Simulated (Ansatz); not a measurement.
Relaxed structures of CH5OSi (charge -1), closed shell (PBE0-D4/def2-TZVPD; forces vanish, vibrations not checked; lower isomers may exist, and structures with a doubtful reference or unclear bonds are left out; Å). Ansatz 0.2.0; basis: def2-TZVPPD; cores frozen in the correlated methods.

Rank them by CCSD(T) energy, lowest first, and give each one's height above the lowest. Links in brackets join atoms within 1.22 times the sum of their covalent radii (1.1 for two metals). (To be estimated.)
A.
CH₅OSi ([OH][CH][SiH3]), total charge -1
```
8
angstrom
O -1.3495 0.1077 -1.3715
C -0.0004 0.3235 -0.8922
Si 0.5389 -0.3777 0.6517
H -1.9472 0.6235 -0.8221
H 0.4205 1.2797 -1.2182
H -0.1206 -0.0754 2.0265
H 1.9756 0.0116 0.8929
H 0.4828 -1.8929 0.7329
```
B.
CH₅OSi ([CH3][SiH][OH]), total charge -1
```
8
angstrom
O -1.4763 0.0847 -1.3176
C 0.5699 -0.3915 0.5958
Si 0.2717 0.1253 -1.2682
H -1.8574 0.5624 -0.5762
H 0.4819 1.6497 -0.9817
H -0.0880 0.1361 1.3044
H 1.6076 -0.1685 0.8790
H 0.4159 -1.4681 0.7339
```
C.
CH₅OSi ([OH][CH2][SiH2]), total charge -1
```
8
angstrom
O -1.2828 0.1681 -1.3945
C 0.0303 0.3947 -0.8360
Si 0.1407 -0.3280 0.9760
H -1.7187 -0.3991 -0.7420
H 0.2212 1.4742 -0.8786
H 0.4041 0.9596 1.7746
H 1.6049 -0.7948 0.9664
H 0.7730 -0.0908 -1.4855
```

The calculation gives: B (0.0 kJ/mol), C (145.2 kJ/mol), A (253.0 kJ/mol). Heights count from the lowest.

No T1 diagnostic of these runs exceeds 0.015. The highest PBE0 orbital of the anion lies well above zero, so the extra electron may be unbound in the gas phase.

For scale, one of the runs: CCSD(T)/def2-TZVPPD, 210 basis functions, launched by `ansatz run in.yaml --threads 2 --pin off --events-out ev --progress --plain --max-ram 4352MiB`. The run took 91 s on 2 CPU threads of an Intel Xeon Platinum 8175M (shared host), with 2.9 GiB of host memory at its peak.
